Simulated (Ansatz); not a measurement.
Worked example: HB–PH₂⁺, singlet against HB–PH2, doublet

Geometry (PBE0/def2-TZVP stationary point of a doublet), kept for both states (HB–PH2, doublet: A; HB–PH2⁺, singlet: A):

```json
{"atom": "B", "x (Å)": "0.1000", "y (Å)": "0.1600", "z (Å)": "1.3248"}
{"atom": "P", "x (Å)": "-0.0800", "y (Å)": "-0.0335", "z (Å)": "-0.4731"}
{"atom": "H", "x (Å)": "0.0340", "y (Å)": "-0.5521", "z (Å)": "2.2719"}
{"atom": "H", "x (Å)": "0.6856", "y (Å)": "-1.1488", "z (Å)": "-0.8924"}
{"atom": "H", "x (Å)": "0.6655", "y (Å)": "1.0138", "z (Å)": "-1.0512"}
```

Basis cc-pVDZ; Ansatz 0.2.0. Only valence electrons are correlated (noble-gas cores frozen). Prefix R: restricted or restricted open-shell reference; prefix U: unrestricted.

Full CI isn't at hand for all of this; UCCSDT(Q) serves as the reference, and is uncertain by about the last step of the cluster series.

```tsv
level	E(HB–PH2, doublet) (hartree)	E(HB–PH2⁺, singlet) (hartree)
UHF	-367.088655	-366.801270
UMP2	-367.275573	-366.983822
UCCSD(T)	-367.319948	-367.029141
PBE	-367.695154	-367.395813
B3LYP	-367.929203	-367.628614
UCCSDT(Q)	-367.321571	-367.031003
```

Q: Give the vertical gap, HB–PH2⁺ singlet less HB–PH2 doublet, at each level in eV (1 hartree = 27.2114 eV), and each error against UCCSDT(Q).

A: UCCSDT(Q): (-367.031003 − (-367.321571)) × 27.2114 = 7.907 eV (the reference)
B3LYP: (-367.628614 − (-367.929203)) × 27.2114 = 8.179 eV, error 0.272 eV
PBE: (-367.395813 − (-367.695154)) × 27.2114 = 8.145 eV, error 0.238 eV
UCCSD(T): (-367.029141 − (-367.319948)) × 27.2114 = 7.913 eV, error 0.006 eV
UMP2: (-366.983822 − (-367.275573)) × 27.2114 = 7.939 eV, error 0.032 eV
UHF: (-366.801270 − (-367.088655)) × 27.2114 = 7.820 eV, error -0.087 eV

Total energies of functionals can't be set beside those of wave-function methods, since they hold the core's correlation and their own absolute errors; only the differences compare.

In so small a basis the reference is far from its limit while semilocal and hybrid functionals are nearer theirs, so the functionals' errors here hold much of the reference's basis and frozen-core error, which can add to them or hide them.

Each level lands on the state that its own search finds. T1 diagnostics of restricted CCSD: 0.024 and 0.026.
